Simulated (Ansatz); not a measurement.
2H MoS₂ was calculated with HSE06-D3(BJ) (PAW; Ansatz, a program for electronic structure).

Run with plane-wave cutoff 500 eV, 12×12×2 k mesh (along the axes of the cell as run), gaussian smearing 0.02 eV, scalar-relativistic PAW data made under PBE.

Computed at the level's own relaxed cell.

### Question
What does this level give for the equilibrium volume per atom, lattice parameter a and lattice parameter c?

### Answer

equilibrium volume per atom: 16.63 Å³/atom
lattice parameter a: 3.111 Å
lattice parameter c: 11.904 Å

Measured, for comparison: lattice constant a 3.16 Å, lattice parameter c 12.294 Å (300 K, no zero-point or thermal correction; as tabulated in arXiv:1605.07067). Computed (rounded) less measured: lattice constant a -1.6 %, lattice parameter c -3.2 %. A static lattice is as a rule a little smaller and stiffer than an uncorrected measurement, which narrows the difference in the lattice constant a and would widen misses of the other sign.

Static lattice: no zero-point or thermal effects.

The result took about 18 core-minutes (a rough figure).
